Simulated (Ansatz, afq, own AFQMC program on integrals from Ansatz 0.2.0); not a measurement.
# AFQMC, coupled cluster and functionals along a coordinate of BSiH2, doublet

```csv
atom,x (Å),y (Å),z (Å)
Si,0.0000,0.0000,0.6345
B,0.0000,0.0000,-1.2907
H,0.0000,-1.0258,-1.9185
H,0.0000,1.0258,-1.9185
```

All coordinates are scaled about the centre. Energies in mEh count from this geometry (1.000) at the same level; the start stands on UHF, each point on the determinant named.

Basis cc-pVDZ. Noble-gas cores (and the filled d shells of Ga–Kr and In–Xe) are frozen. Ansatz 0.2.0 and our own AFQMC program on the same integrals; the CISD trial comes from CCSD amplitudes, and released means the phaseless constraint is let go. ± is one standard error of the sampling.

Cautions, each for one point or more: CCSDT(Q) on the ROHF determinant differs, by its state or its frozen core; a spin-contaminated unrestricted determinant lies lower; an unrestricted solution with more broken spin lies lower; cluster runs in doubt by the program's own checks; higher spins were not checked; strong correlation; unrestricted determinant spin contaminated; walk and cluster series may follow different spin states.

```tsv
scale of all distances	det.	T1	weight	⟨S²⟩	CCSD	PBE	CCSD(T)
0.873	UHF	0.018	0.88	0.76	64.7	60.5	65.0
1.108	UHF	0.027	0.86	0.76	14.9	15.3	14.5
1.280	UHF	0.028	0.85	0.77	88.6	87.1	87.3
1.513	ROHF	0.034	0.80	pure	204.2	198.5	199.8
1.774	UHF¶	0.085	0.69	2.31	294.6	295.5§	293.7
2.026	UHF¶	0.072	0.70	2.57	332.9	348.7§	332.9
2.397	UHF¶	0.035	0.80	2.69	356.0	385.6§	358.0
```

**Question.** Estimate the curve of phaseless AFQMC with a CISD trial, counted from the same start.

**Answer.** 
```json
{"scale of all distances": "0.873", "det.": "UHF", "T1": "0.018", "weight": "0.88", "⟨S²⟩": "0.76", "ph-AFQMC/CISD": "65.3 ± 0.5", "released AFQMC": "65.5 ± 0.5", "CCSDT(Q)": "65.2"}
{"scale of all distances": "1.108", "det.": "UHF", "T1": "0.027", "weight": "0.86", "⟨S²⟩": "0.76", "ph-AFQMC/CISD": "15.5 ± 0.5", "released AFQMC": "14.7 ± 0.7*", "CCSDT(Q)": "14.3"}
{"scale of all distances": "1.280", "det.": "UHF", "T1": "0.028", "weight": "0.85", "⟨S²⟩": "0.77", "ph-AFQMC/CISD": "86.7 ± 0.6", "released AFQMC": "85.5 ± 1.0*", "CCSDT(Q)": "86.6"}
{"scale of all distances": "1.513", "det.": "ROHF", "T1": "0.034", "weight": "0.80", "⟨S²⟩": "pure", "ph-AFQMC/CISD": "200.7 ± 1.0", "released AFQMC": "198.7 ± 1.0*", "CCSDT(Q)": "197.8"}
{"scale of all distances": "1.774", "det.": "UHF¶", "T1": "0.085", "weight": "0.69", "⟨S²⟩": "2.31", "ph-AFQMC/CISD": "288.4 ± 0.8", "released AFQMC": "287.7 ± 1.1*", "CCSDT(Q)": "288.4"}
{"scale of all distances": "2.026", "det.": "UHF¶", "T1": "0.072", "weight": "0.70", "⟨S²⟩": "2.57", "ph-AFQMC/CISD": "332.0 ± 0.7", "released AFQMC": "331.3 ± 1.1*", "CCSDT(Q)": "329.4"}
{"scale of all distances": "2.397", "det.": "UHF¶", "T1": "0.035", "weight": "0.80", "⟨S²⟩": "2.69", "ph-AFQMC/CISD": "357.3 ± 0.5", "released AFQMC": "–", "CCSDT(Q)": "–"}
```

Weight is that of the determinant in the CISD state; at the start T1 is 0.023 and the weight 0.87, and ⟨S²⟩ is 0.76. ¶ marks points with a poor determinant and no full CI, where no value is sure; they don't count among the departures. An asterisk marks released energies that aren't shown to be converged. A dash marks a missing value, a released energy that hasn't settled or a functional that sits on another state. § marks a functional whose ⟨S²⟩ is too high by over 0.1. Largest departures from phaseless AFQMC with a CISD trial: CCSD(T) -1.0 mEh at 1.108 (on UHF), CCSDT(Q) -2.9 mEh at 1.513 (on ROHF), CCSD 3.5 mEh at 1.513 (on ROHF), PBE -4.8 mEh at 0.873. The walk's constraint bias lies outside its error bars, so these are departures and not errors. Functionals count only at points shown to share the start's state and spin. In this small basis the wave-function levels are far from their limit, so their gap to the functionals isn't the functionals' error.

CCSDT and higher add their correlation energy to the determinant of the CCSD(T) run, since their own runs factorise the integrals more tightly (a shift of under 2 meV). A walk keeps the symmetry of its determinant, which the program's search chose and which needn't be the lowest solution, so a lower state of the same spin and another symmetry isn't excluded.
